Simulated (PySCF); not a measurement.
How the method moves the gas-phase deprotonation enthalpies of ammonium

Structure: `[NH4+]` ([NH4]+). Atom numbers as in the mapped SMILES `[NH4+:1]`.

All levels share the PBE0-D3(BJ)/ma-def2-SVP structures and the PBE0-D3(BJ)/ma-def2-SVP thermal terms; only the single-point energies (PySCF) change. Values are gas-phase deprotonation enthalpies (298 K, kJ/mol).

| level | N1 | abs. error | time |
| --- | --- | --- | --- |
| M06-2X/ma-def2-TZVP | 846 | 6.8 | – |
| MP2/jun-cc-pV(T+d)Z | 850 | 2.7 | 1.4 s |
| CCSD(T)/jun-cc-pV(T+d)Z | 855 | 2.2 | 13 s |
| HF/jun-cc-pV(T+d)Z | 869 | 16.7 | 0.35 s |
| ATcT 1.112 | 853 |  |  |

Times are wall times for all single points of a level on 1 thread of Arm Neoverse V1, a shared host; the dash marks the run that also made the structures.

Hartree-Fock leaves out electron correlation, so its deprotonation energies can be off by tens of kJ/mol.

The spread: 24 kJ/mol, from 846 to 869.

Differences come from unrounded values, so a last digit can differ from that of the printed terms.
